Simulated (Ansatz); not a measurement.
# Worked example: NO⁺, quintet against NO⁺, triplet

Geometry (PBE0/def2-TZVP stationary point of a triplet), kept for both states (NO⁺, triplet: Σ⁺ or Δ; NO⁺, quintet: Π):

```xyz
2

N     0.0000    0.0000    0.0000
O     0.0000    0.0000    1.2679
```

Basis 6-31G; Ansatz 0.2.0. Only valence electrons are correlated (noble-gas cores frozen). R marks a restricted (for open shells ROHF) determinant, U an unrestricted one.

Full CI is exact within this basis and frozen core; it isn't the basis-set limit. The frozen core follows each run's orbitals, which can shift R against U totals by a few meV.

Unrestricted rows (U, and Kohn–Sham where it breaks symmetry) aren't spin-pure: their determinants' ⟨S²⟩ exceeds S(S+1) by up to 0.16, so they mix in states of higher spin. The determinant of the NO⁺ triplet fills πx and πy unequally, so it is a mixture of Σ and Δ, which weighs on every level built on one determinant.

```csv
level,"E(NO⁺, triplet) (hartree)","E(NO⁺, quintet) (hartree)"
UHF,-128.642397,-128.575517
UMP2,-128.805358,-128.688367
UCCSD(T)*,-128.851875,-128.711120
PBE,-129.113339,-128.967813
r2SCAN,-129.178568,-129.050337
full CI,-128.865796,-128.711948
```

Q: Give the vertical gap, NO⁺ quintet less NO⁺ triplet, at each level in eV (1 hartree = 27.2114 eV), and each error against full CI.

A: full CI: (-128.711948 − (-128.865796)) × 27.2114 = 4.186 eV (the reference)
r2SCAN: (-129.050337 − (-129.178568)) × 27.2114 = 3.489 eV, error -0.697 eV
PBE: (-128.967813 − (-129.113339)) × 27.2114 = 3.960 eV, error -0.226 eV
UCCSD(T): (-128.711120 − (-128.851875)) × 27.2114 = 3.830 eV, error -0.356 eV
UMP2: (-128.688367 − (-128.805358)) × 27.2114 = 3.183 eV, error -1.003 eV
UHF: (-128.575517 − (-128.642397)) × 27.2114 = 1.820 eV, error -2.366 eV

Total energies of functionals can't be set beside those of wave-function methods, since they hold the core's correlation and their own absolute errors; only the differences compare.

The set has no polarisation functions, so the order and spacing of states can differ from the basis-set limit.

In so small a basis the reference is far from its limit while semilocal and hybrid functionals are nearer theirs, so the functionals' errors here hold much of the reference's basis and frozen-core error, which can add to them or hide them.

Each level lands on the state that its own search finds; the functionals scatter so widely here that some may stand on another one. T1 diagnostics of restricted CCSD: 0.040 and 0.035.

An asterisk marks runs whose energy the program itself flagged as in doubt.
